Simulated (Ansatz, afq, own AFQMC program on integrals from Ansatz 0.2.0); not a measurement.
# O, triplet: AFQMC among the cluster methods

A free O atom.

Basis aug-cc-pVTZ. Only valence electrons are correlated. Ansatz 0.2.0 and our own AFQMC program on the same integrals; the CISD trial comes from CCSD amplitudes, and released means the phaseless constraint is let go. Free AFQMC starts from the CCSD state and is never constrained. Its projection time is finite, and what remains of the start isn't in its error. ± is one standard error of the sampling.

Determinant: UHF, the one that the program's search chose, which needn't be the lowest solution.

No full CI on the walks' own integrals is used here; CCSDT(Q) serves as the reference and is uncertain by about the last step of the cluster series.

The T1 diagnostic is 0.0077 and the weight of the determinant in the CISD state is 0.962. The ⟨S²⟩ of the determinant is 2.009 and the size of the correlated space is 6 electrons in 45 orbitals.

Q: Estimate: order these by the size of their error in total energy against CCSDT(Q), smallest first.
A. MP2
B. phaseless AFQMC with the Hartree–Fock trial
C. phaseless AFQMC with a CISD trial
D. CCSD

A: C (0.7 ± 0.1 kJ/mol), B (5.6 ± 1.2 kJ/mol), D (10.1 kJ/mol), A (52.7 kJ/mol).

Reference: CCSDT(Q), correlation energy -4.528 eV.

A walk keeps the symmetry of its determinant, which the program's search chose and which needn't be the lowest solution, so a lower state of the same spin and another symmetry isn't excluded.
